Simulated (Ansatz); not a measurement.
Input file:

```yaml
crystal:
  periodic: [false, false, false]
  atoms:
    - {symbol: B, position_ang: [0.000000, 0.000000, 0.000000]}
    - {symbol: H, position_ang: [0.000000, 0.000000, 1.262771]}
basis:
  gaussian: {orbitals: def2-mTZVP}
magnetization: {spin_polarized: true, initial_magnetization: 2}
correlation: {method: ccsd, electrons: valence}
```

```sh
$ ansatz run in.yaml --threads 1 --pin off --events-out ev --progress --plain --max-ram 2393MiB
```

(1) Roughly how long does this take on 1 thread of Arm Neoverse V2, shared host, and how much host memory?

```
210 factors; integrals over basis functions are off by at most 1.1e-3 eV
mean field evaluation 1: about -682.3231 eV, gradient 6.9e0 eV
mean field evaluation 2: about -682.3257 eV, gradient 6.9e0 eV
mean field evaluation 4: about -683.2486 eV, gradient 1.2e0 eV
mean field evaluation 8: about -683.3028 eV, gradient 2.0e-3 eV
mean field evaluation 16: about -683.2965 eV, gradient 2.3e-1 eV
mean field evaluation 32: about -683.1071 eV, gradient 3.0e0 eV
mean field -683.30278300 eV, -25.1109141158 hartree, gradient 6.2e-6 eV, S^2 2.001442; 2 other end points of the search recorded, 0 dependent functions left out
1 core orbitals not correlated: weight in the atoms' cores, before any rotation towards them, 1.000 or more for the frozen orbitals, at most 0.000 for the correlated occupied ones
reference -683.30278300 eV, -25.1109141158 hartree; 3, 1 occupied and 18, 20 virtual orbitals, 210 factors
second order -0.95255094 eV of doubles, -0.00000000 eV of singles
cycle   1  -1.17136720 eV  change   -2.2e-1 eV  update   4.0e-2
cycle   2  -1.28528940 eV  change   -1.1e-1 eV  update   2.0e-2
cycle   3  -1.29799855 eV  change   -1.3e-2 eV  update   8.0e-3
cycle   4  -1.30142908 eV  change   -3.4e-3 eV  update   2.3e-3
cycle   5  -1.30053734 eV  change    8.9e-4 eV  update   7.0e-4
cycle   6  -1.30102382 eV  change   -4.9e-4 eV  update   2.1e-4
cycle   7  -1.30089096 eV  change    1.3e-4 eV  update   7.1e-5
cycle   8  -1.30091222 eV  change   -2.1e-5 eV  update   2.4e-5
cycle   9  -1.30092189 eV  change   -9.7e-6 eV  update   6.0e-6
cycle  10  -1.30091774 eV  change    4.1e-6 eV  update   1.8e-6
Total energy: -684.60370074 eV, -25.1587219611 hartree
```

Answers

(1) 0.21 s wall and 0.07 GiB.
